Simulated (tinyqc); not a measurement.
Inside a calculation. Method: Hueckel theory of the pi electrons with the omega technique, for the molecule C=CN (SMILES; centres numbered as the heavy atoms are written). One step of it, computed by the program tinyqc.

Problem. Orbitals, round 1. Diagonalise; E = alpha + x beta with beta < 0, so the largest x are filled first; degenerate levels share their electrons. P = sum n_i c_ri c_si; each orbital has its largest coefficient positive (the first on a tie).

Hueckel matrix in units of beta (H = alpha + beta A), lower triangle:
```
          1C        2C        3N
1C  0.000000
2C  1.000000  0.000000
3N  0.000000  0.770000  1.550000
```

pi electrons, sum of z_r less the charge = 4

Give: x values; occupations; coefficients; charge and bond-order matrix P.

Solution.

x values: 1.9592  0.7081  -1.1173

occupations: 2.0000  2.0000  0.0000

coefficients:
```
       MO1      MO2      MO3
1C  0.2329   0.7216  -0.6520
2C  0.4564   0.5109   0.7285
3N  0.8587  -0.4673  -0.2103
```

charge and bond-order matrix P, lower triangle:
```
         1C      2C      3N
1C   1.1498
2C   0.9499  0.9386
3N  -0.2742  0.3064  1.9116
```
